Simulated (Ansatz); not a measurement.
## Two structures, one formula

Two relaxed structures of CH5AlB, doublet (PBE0-D4/def2-TZVP; forces vanish, vibrations not checked).

A:

B1  (-1.133, 1.058, -0.799)
Al2  (0.471, 0.540, 0.356)
C3  (0.694, -1.280, 1.038)
H4  (0.740, -1.274, 2.132)
H5  (-2.062, 1.370, -1.471)
H6  (1.517, 1.699, 0.666)
H7  (1.639, -1.706, 0.686)
H8  (-0.111, -1.955, 0.739)
(Å)

B:

```
8
angstrom
B -1.0194 1.0363 -1.0913
Al 0.4365 0.4354 0.3297
C 0.6596 -1.4200 0.8221
H -0.7935 1.1110 -2.2684
H -2.1399 1.3457 -0.7895
H 1.3898 1.5039 1.0327
H 1.3921 -1.7682 1.5496
H 0.0748 -2.2440 0.4152
```

Ansatz 0.2.0; basis: def2-TZVPP; cores frozen in the correlated methods; orbitals are unrestricted. B3LYP uses VWN-RPA correlation.

**Question.** Which structure is lower at CCSD(T), and by how much? (Judge from chemistry; the value comes from the calculation.)

**Answer.** By the calculation: A, by 0.363 eV (electronic energy, against the other). By their contacts, A is CH₅AlB ([BH][AlH][CH3]) and B is CH₅AlB ([BH2][AlH][CH2]).

All methods give the same order:

```
   method  E(B) − E(A) (eV)
   PBE-D4             0.466
r2SCAN-D4             0.379
  PBE0-D4             0.411
 B3LYP-D4             0.332
  wB97M-V             0.360
       HF             0.084
      MP2             0.425
     CCSD             0.324
  CCSD(T)             0.363
```

No T1 diagnostic of these runs exceeds 0.013. ⟨S²⟩ of the unrestricted Hartree–Fock references: 0.76 (a pure state has 0.75).

Labels in which every atom is bracketed show which atoms are joined, not bond orders.

For scale, one of the runs: CCSD(T)/def2-TZVPP, 174 basis functions, launched by `ansatz run in.yaml --threads 2 --pin off --events-out ev --progress --plain --max-ram 4352MiB`. The run took 65 s on 2 CPU threads of an Arm Neoverse V2 (shared host), with 3.5 GiB of host memory at its peak.
